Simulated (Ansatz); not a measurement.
Program: Ansatz 0.2.0.

Basis-set series for CH6NSi (`CN[SiH2]`) radical. The species carries charge 0 and has multiplicity 2. Geometry: relaxed with PBE0-D4/def2-TZVP.

Cartesian coordinates in Å:
```
C 0.5030 0.3305 -1.0603
N -0.2665 -0.4624 -0.1286
Si -0.7872 0.0860 1.4175
H 1.1056 1.0558 -0.5091
H -0.1185 0.8878 -1.7718
H 1.1922 -0.2993 -1.6309
H -0.7975 -1.1993 -0.5672
H 0.3941 0.7260 2.0750
H -1.2252 -1.1251 2.1753
```

```
functional       basis  functions  energy (Eh)  HOMO (eV)  LUMO (eV)
   PBE0-D4    def2-SVP         76   -385.52182      -5.02      -1.56
   PBE0-D4  def2-TZVPP        188   -385.73481      -5.16      -1.66
   ωB97M-V    def2-SVP         76   -385.66962      -6.82       0.14
   ωB97M-V  def2-TZVPP        188   -385.88869      -6.97      -0.08
```

Give the rows for def2-QZVPP. (Best estimate.)

The calculation gave: 
```csv
functional,basis,functions,energy (Eh),HOMO (eV),LUMO (eV)
PBE0-D4,def2-QZVPP,364,-385.75080,-5.19,-1.72
ωB97M-V,def2-QZVPP,364,-385.90407,-7.01,-0.20
```

HOMO and LUMO are taken over both spins.
